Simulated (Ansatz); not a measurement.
**[SF3]+ (SMILES F[S+](F)F): the vertical ionisation energy, rung by rung**

[SF3]+ has 4 atoms, charge +1, and is taken as a singlet. As SMILES, `F[S+](F)F`. The coordinates come from a PBE0-D4/def2-TZVP relaxation.

Quantity: the vertical ionisation energy (to the doublet dication), in eV. The values are calculated.

```
              level                    kind  program  value (eV)  less CCSD(T)/6-311+G**  CPU time (all runs)
    SVWN5/6-311+G**                     LDA   Ansatz       22.21                   -0.05                2.7 s
     BLYP/6-311+G**                     GGA   Ansatz       21.86                   -0.40                4.6 s
      PBE/6-311+G**                     GGA   Ansatz       21.92                   -0.34                4.5 s
    BHLYP/6-311+G**           global hybrid   Ansatz       22.74                   +0.48                5.3 s
CAM-B3LYP/6-311+G**  range-separated hybrid   Ansatz       22.59                   +0.33                5.8 s
    wB97X/6-311+G**  range-separated hybrid   Ansatz       22.49                   +0.23                 18 s
 PBE-QIDH/6-311+G**           double hybrid   Ansatz       22.60                   +0.34                7.5 s
 RPA@PBE0/6-311+G**                     RPA   Ansatz       22.18                   -0.08                 10 s
      MP2/6-311+G**     perturbation theory   Ansatz       22.37                   +0.11                2.6 s
  CCSD(T)/6-311+G**   coupled cluster or CI   Ansatz       22.26                    0.00                 40 s
```

Differences are taken from CCSD(T)/6-311+G** for orientation; it has basis-set and higher-order errors of its own. The values span 21.86 to 22.74 eV. CPU times are rough (shared hosts, several kinds of processor): they show what a rung costs within a factor of a few.
